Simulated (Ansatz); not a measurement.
The cluster S₅⁺, relaxed as a doublet with UKS PBE-D4/def2-SVP in Ansatz, starting from the GFN1-xTB geometry. Force threshold 0.02 eV/Å.

The relaxation made no stability test and no search for a lower SCF solution. The structure comes from a short search, and lower isomers may exist.

Start:

```
atom   x (Å)   y (Å)   z (Å)
  S1   1.158  -0.396  -1.141
  S2   1.220  -0.706   0.876
  S3  -0.776  -0.875   1.179
  S4  -1.347   0.925   0.392
  S5  -0.254   1.052  -1.306
```

```
         step  energy (eV)  largest force component (eV/Å)  SCF passes
            1  -54128.9417                           1.533          20
            2  -54129.1760                           0.278          27
            3  -54129.1852                           0.173          22
            4  -54129.1869                           0.090          19
            5  -54129.1879                           0.045          23
            6  -54129.1883                           0.017          20
            7  -54129.1883                           0.013          17
            8  -54129.1884                           0.007          18
            9  -54129.1884                           0.006          17
           10  -54129.1884                           0.013          24
           11  -54129.1885                           0.023          23
           12  -54129.1887                           0.038          23
           13  -54129.1891                           0.048          23
           14  -54129.1891                           0.062          26
15 (rejected)  -54129.1852                           0.156          27
           16  -54129.1894                           0.062          23
           17  -54129.1901                           0.013          23
```

Force components are those of the run's own axes.

End:

```
atom    x (Å)    y (Å)    z (Å)
  S1   1.1039  -0.5241  -1.1734
  S2   1.2833  -0.6445   0.9001
  S3  -0.7575  -0.9287   1.1943
  S4  -1.4396   0.9214   0.3613
  S5  -0.1901   1.1759  -1.2823
```

By distances, no bond broke or formed. The bond that changes most is S1–S5, from 2.03 to 2.14 Å (atoms count from 1).

The force fell under the threshold at step 6, but the optimiser went on. No frequencies were taken in this run, so the end may be a saddle point.

Run time 14 s (4 threads of AMD EPYC 7B13 on a shared host).
